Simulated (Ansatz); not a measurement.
Geometry optimisation, UKS PBE-D4/6-31G* (Ansatz 0.2.0).

The input (input.yaml):

```yaml
crystal:
  periodic: [false, false, false]
  atoms:
    - { symbol: C, position_ang: [-0.1539, -0.5819, -0.6031] }
    - { symbol: Mg, position_ang: [0.3004, 0.8409, 0.9747] }
    - { symbol: H, position_ang: [-0.7283, 0.017, -1.4548] }
    - { symbol: H, position_ang: [-0.8186, -1.3023, -0.2286] }
    - { symbol: H, position_ang: [0.7238, -1.0275, -1.0108] }
    - { symbol: H, position_ang: [0.7186, 1.9899, 2.2764] }
magnetization:
  spin_polarized: true
basis:
  gaussian: { orbitals: "6-31G*" }
hamiltonian:
  xc: pbe
  dispersion: d4
relax:
  f_tol: 0.02
  max_steps: 40
output:
  orbitals: {}
```

Launched with:

```bash
$ ansatz run input.yaml --threads 1 --pin off --max-ram 2048MiB --backend cpu --events-out ev --progress --plain --runs-dir out
```

Task: Where does it end, and by what steps?

Result: The forces met the threshold. After 3 steps the energy has fallen by 0.218 eV; C1 moved furthest, 0.08 Å.

```json
{"step": "0", "energy less start (eV)": "0.0000", "largest force component (eV/Å)": "3.580", "accepted": "yes"}
{"step": "1", "energy less start (eV)": "-0.1951", "largest force component (eV/Å)": "1.212", "accepted": "yes"}
{"step": "2", "energy less start (eV)": "-0.2177", "largest force component (eV/Å)": "0.049", "accepted": "yes"}
{"step": "3", "energy less start (eV)": "-0.2179", "largest force component (eV/Å)": "0.018", "accepted": "yes"}
```

```xyz
6
Properties=species:S:1:pos:R:3
C -0.171 -0.513 -0.579
Mg 0.309 0.834 0.960
H -0.690 -0.011 -1.417
H -0.838 -1.324 -0.232
H 0.725 -1.000 -1.007
H 0.706 1.950 2.229
```

Whether the end is a true minimum wasn't checked by a vibrational analysis.

Time of the run: 5.8 s on 1 thread of Intel(R) Xeon(R) Platinum 8375C CPU @ 2.90GHz (Ice Lake), with other jobs on the host, peak memory 0.14 GiB.
